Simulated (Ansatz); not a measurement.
Process, species as SMILES: O=C (CH2-O) → CH2O+ (doublet, bonded as C=O) + e-
B3LYP-D3(BJ)/def2-TZVP geometries, fixed; electronic energies without zero-point terms.

Basis-set convergence of the adiabatic ionisation energy at PBE with Ansatz (an electronic-structure program). Cartesian d functions, on some or all atoms, in 6-31G*, 6-31+G*; all else is spherical. Open shells are unrestricted. No added dispersion term, no relativity. Functions are those of the species that has most. Reference: the value in aug-pcseg-3, 10.726 eV, itself unsure by roughly 0.003 eV (its mean distance from aug-cc-pVQZ, cc-pV5Z, def2-QZVPPD). Deviations are taken from unrounded values.

```
basis              functions  adiabatic ionisation energy (eV)  minus reference (eV)
-----------------  ---------  --------------------------------  --------------------
6-31G*                    34                            10.567                -0.159
pcseg-1                   38                            10.690                -0.036
6-31+G*                   42                            10.759                 0.033
6-311G**                  48                            10.616                -0.110
6-311+G**                 56                            10.745                 0.019
def2-SVPD                 59                            10.779                 0.053
6-311++G(2d,2p)           74                            10.735                 0.009
cc-pVTZ                   88                            10.665                -0.061
pcseg-2                   88                            10.727                 0.001
def2-TZVPP                90                            10.699                -0.027
def2-TZVPD                95                            10.722                -0.004
def2-TZVPPD              111                            10.721                -0.005
6-311++G(3df,3pd)        114                            10.727                 0.001
aug-cc-pVTZ              138                            10.725                -0.001
aug-pcseg-2              138                            10.735                 0.009
cc-pVQZ                  170                            10.706                -0.020
def2-QZVPPD              195                            10.723                -0.003
aug-pcseg-3              268                            10.726                 0.000
```
